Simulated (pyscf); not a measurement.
O=SiH–OH + hydrogen fluoride (HF) → O=SiH–OH + hydrogen fluoride (HF) (concerted two-bond exchange; singlet surface; H–O, F–H broken, H–O, F–H formed). Single points on ωB97X-D3(BJ)/def2-SVP structures (PySCF, gas phase). Correlated levels are frozen-core, on RHF or UHF. ΔMP2 is the change of the MP2 total energy from the triple- to the quadruple-zeta basis. Energies in kJ/mol from the separated reactants.

```
level                             barrier  reaction energy
--------------------------------  -------  ---------------
ωB97X-D3(BJ)/def2-TZVP              -26.5              0.0
PBE/def2-TZVP                           ?              0.0
PBE0-D3(BJ)/def2-TZVP               -36.5              0.0
ωB97M-D3(BJ)/def2-TZVP              -24.8              0.0
MP2/def2-QZVPP                      -14.4              0.0
CCSD/def2-TZVPP                      -5.6              0.0
CCSD(T)/def2-TZVPP + ΔMP2(QZVPP)        ?              0.0
```

Problem. What belongs in the gaps?

Solution. 
- PBE/def2-TZVP, barrier: -43.9
- CCSD(T)/def2-TZVPP + ΔMP2(QZVPP), barrier: -12.0

Of the functionals in the table, ωB97M-D3(BJ) is closest to CCSD(T)/def2-TZVPP + ΔMP2(QZVPP) in the barrier (12.8 kJ/mol apart) and PBE least close (31.9 kJ/mol); that level has limits of its own. On the reactant side the descent ends in a bound adduct, 68.0 kJ/mol under the separated species and 41.5 kJ/mol under the saddle at ωB97X-D3(BJ)/def2-TZVP. On the product side the descent ends in a bound adduct, 68.0 kJ/mol under the separated species and 41.5 kJ/mol under the saddle at ωB97X-D3(BJ)/def2-TZVP. At ωB97X-D3(BJ), PBE, PBE0-D3(BJ), ωB97M-D3(BJ), MP2, CCSD, CCSD(T) the saddle lies under the separated reactants, which points to a path from their complex (located at ωB97X-D3(BJ) alone). At ωB97X-D3(BJ), PBE, PBE0-D3(BJ), ωB97M-D3(BJ), MP2, CCSD, CCSD(T) the saddle lies under the separated products, which points to a path from their complex (located at ωB97X-D3(BJ) alone). O=SiH–OH lies 41.2 kJ/mol over its isomer HO–Si:–OH [singlet] (electronic energy, ωB97M-D3(BJ)). This is the saddle that the search found; another between the same sides may lie lower. The CCSD(T) − MP2 part came from Ansatz, without density fitting, on the same reference.
